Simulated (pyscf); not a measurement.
## Four-centre exchange: Cl–BH–Cl + H₂C=CH₂ -> HCl + H₂C=CH–BH–Cl

Gas phase, singlet surface, charge 0. Bonds broken: Cl1–B2, C5–H7. Bonds formed: Cl1–H7, B2–C5. PySCF, gas phase, ωB97X-D3(BJ)/def2-SVP geometries.

Transition state (Å):

```xyz
10

Cl    -0.0684    -1.5115     1.5357
B     -1.4948    -0.8388     0.1558
Cl    -1.9813    -2.2020    -0.8903
H     -2.3178    -0.3033     0.8471
C     -0.5214     0.2485    -0.6795
C     -0.4725     1.5539    -0.3565
H     -0.0051    -0.4227     0.4020
H     -0.1034    -0.0972    -1.6321
H     -0.0459     2.3092    -1.0265
H     -0.8613     1.9100     0.6050
```

One imaginary mode, 1090i cm⁻¹; descent along it reached the two sides named.

| bond | change | reactant side (Å) | saddle | product side |
|---|---|---|---|---|
| Cl1–B2 | breaks | 1.748 | 2.096 | 3.3 |
| C5–H7 | breaks | 1.095 | 1.374 | 2.537 |
| Cl1–H7 | forms | 3.3 | 1.573 | 1.286 |
| B2–C5 | forms | 3.1 | 1.682 | 1.555 |

Electronic energies relative to the separated reactants (kcal/mol):

| level | barrier | reaction energy | reverse barrier |
|---|---|---|---|
| ωB97X-D3(BJ)/def2-TZVP | 37.1 | +15.7 | 21.4 |
| PBE/def2-TZVP | 29.7 | +16.3 | 13.4 |
| r²SCAN/def2-TZVP | 31.4 | +16.2 | 15.2 |
| B3LYP-D3(BJ)/def2-TZVP | 36.3 | +15.3 | 21.0 |
| PBE0-D3(BJ)/def2-TZVP | 31.0 | +15.4 | 15.6 |
| M06-2X/def2-TZVP | 36.4 | +16.2 | 20.3 |
| ωB97M-D3(BJ)/def2-TZVP | 37.3 | +15.5 | 21.8 |
| HF/def2-TZVP | 59.4 | +15.7 | 43.7 |

With ωB97M-D3(BJ)/def2-TZVP energies and thermal terms (ideal gas, 1 atm, RRHO with modes under 100 cm⁻¹ raised to 100, one conformer, R ln 2 for chiral ones without a mode under 150 cm⁻¹), in kcal/mol:

| T (K) | ΔH‡ | ΔG‡ | ΔH | ΔG |
|---|---|---|---|---|
| 298 | 34.9 | 45.7 | +14.4 | +14.6 |
| 600 | 35.6 | 56.5 | +15.0 | +14.5 |
| 900 | 36.6 | 66.7 | +15.6 | +14.2 |
| 1200 | 37.5 | 76.6 | +16.0 | +13.6 |

The same reactants have a lower exit, to Cl–BH–CH₂–CH₂–Cl (barrier +21.0 kcal/mol at ωB97M-D3(BJ), against +37.3 kcal/mol here). This is the saddle that the search found; another between the same sides may lie lower.
